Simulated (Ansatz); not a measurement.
A calculation with Ansatz (development build ahead of 0.2.0).

```yaml
crystal:
  periodic: [false, false, false]
  atoms:
    - { symbol: H, position_ang: [0.0, -2.0e-05, -1.18954] }
    - { symbol: B, position_ang: [0.0, 0.0, -0.00494] }
    - { symbol: O, position_ang: [0.0, 2.0e-05, 1.19448] }
basis:
  gaussian: { orbitals: def2-SVP }
hamiltonian:
  xc: hf
correlation:
  method: ccsd_t
  frozen_orbitals: { B: 1, H: 0, O: 1 }
scf:
  omitted_lower_state_checks: [stability, starts, atomic_configurations, cluster_reference, orbital_swaps, given_window_search, neighbouring_geometries, increment]
```

The input is written out in the form of the current development build from the run's settings.

Output:

```yaml
Converged: yes
Reference_energy: -100.08816 hartree
Correlation_energy: -0.28436 hartree
Total_energy: -100.37252 hartree
```
